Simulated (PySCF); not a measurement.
# Structure from NMR data

An unknown has the formula C₃H₅Cl. Its calculated NMR data are:

¹H NMR (300 MHz, computed): δ 6.24 (m, 1H), 6.22 (m, 1H), 1.79 (d, 3H).

¹³C{¹H} NMR (computed): δ 141.2, 133.9, 19.5.

Level of theory: NMR shieldings at PBE0/pcSseg-2/GIAO, structure optimised with PBE0-D3(BJ)/def2-TZVP, in PySCF 2.14 (averaged over atoms made equivalent by symmetry, fast rotation or ring inversion, one conformer, isolated molecule, no relativistic terms).

Chemical shifts δ = σref − σ; ¹H and ¹³C vs TMS, all at this level.

Which of these isomers gave the spectra?
A. ClC1CC1
B. C=C(C)Cl
C. C/C=C/Cl

Results:

C. 

- Rings plus π bonds: 1 (no ring in the answer).
- 3 carbon signals for 3 carbons: no two carbons are equivalent.
- Carbon types of the structure: 2 × CH, 1 × CH3, which accounts for all hydrogens.
- δC 141.2, 133.9: alkene CH; as expected for a trigonal carbon in a double bond.
- δC 19.5: allylic methyl carbon; a saturated carbon with 1 carbon neighbour and no heteroatom attached.
- δH 6.24, 6.22: hydrogen on an alkene CH; olefinic region.
- δH 1.79: hydrogen on an allylic methyl carbon; allylic position.

The others: ClC1CC1 would give 2 carbon signals, not 3; C=C(C)Cl has carbons computed at 158.5, 121.5, 29.5, with a different DEPT pattern.

Carbons that carry Cl, above all several Cl atoms, come out too deshielded, partly because spin–orbit coupling is missing. Shifts are as computed. Against solution values, carbons near 30 ppm lie about +3 ppm off and those near 130 ppm about +9 ppm; carbons on Cl a further +4 ppm. Of 1211 compounds with measured shifts, 218 miss one by over three times the rms of a fit or turn the order of signals round; such compounds aren't used in these exercises. No couplings were computed; multiplicities are counted from neighbouring protons, with m where these are inequivalent, close in shift, in a saturated or five-membered ring or joined by F or P, and br s for small geminal =CH2 splittings.
